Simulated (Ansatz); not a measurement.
Multireference treatment of HNO, singlet

Computed with Ansatz's Gaussian-basis code (development build). Basis cc-pVTZ, nonrelativistic, 2 orbitals frozen in the corrections. State-specific CASSCF; RHF is the lowest restricted (open-shell) Hartree–Fock solution met. No symmetry is imposed, so a solution can break that of the shape. The lowest solution met needn't be the lowest there is, nor hold the orbitals that a chemist would pick.

Geometry:

```xyz
3

N     0.0000    0.0000    0.0000
O     0.0000    0.0000    1.5756
H     0.0000    1.0080   -0.3390
```

Task: What do CASSCF and its corrections give against RHF in CAS(12,9), and what are the occupations?

Result: CASSCF -5.616 eV, SC-NEVPT2 -13.181 eV; occupations 2.00, 2.00, 1.99, 1.97, 1.90, 1.74, 0.27, 0.10, 0.03.

Task: Roughly how much CPU time does a whole run from the default start take (median of such runs, summed over threads; nearly all runs on one pinned thread of a shared server, mostly Xeon at 2.3 to 2.6 GHz, by a development driver)?

Result: CAS(12,9): about 6.8 s. Other jobs ran beside these, and the count of passes differs.
